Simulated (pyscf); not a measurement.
`[CH]#[N]` + `[CH4]` → `[CH2]=[N][CH3]`, an addition across a multiple bond or ene-type step (singlet surface; C–H broken, C–H, C–N formed). Optimised with ωB97X-D3(BJ)/def2-SVP in PySCF. Energies in kcal/mol from the separated reactants.

AM1 to PM7: differences of heats of formation from MOPAC, which are fitted to 298 K values and so differ in kind from electronic energies by zero-point and thermal terms. 

In single points PM7 puts the saddle at 123.0 kcal/mol and the reaction energy at +1.3 kcal/mol. Should these be trusted to within a few kcal/mol? Compare with ωB97M-D3(BJ)/def2-TZVP.

ωB97M-D3(BJ)/def2-TZVP gives ΔE‡ = 99.9 kcal/mol and ΔE = +1.6 kcal/mol. PM7 lies 23.1 kcal/mol over it in the barrier and 0.3 kcal/mol under it in the reaction energy, so on this step it does not hold to within 3.0 kcal/mol. ωB97M-D3(BJ)/def2-TZVP has limits of its own. On the product side the descent ends in a point that may be a rotor saddle (no frequency run), 2.1 kcal/mol over the lowest minimum found and 100.4 kcal/mol under the saddle at ωB97X-D3(BJ)/def2-TZVP. From the product side, H₂C=N• + CH₃• lies, by one bond made or cut, 19.4 kcal/mol under this saddle at ωB97M-D3(BJ)/def2-TZVP. H₂C=N–CH₃ lies 9.1 kcal/mol over its isomer H₃C–CH=NH (electronic energy, ωB97M-D3(BJ)/def2-TZVP). One saddle was located; it need not be the lowest between these sides. One closed-shell reference is unstable to symmetry breaking; treat the single-reference values with care.
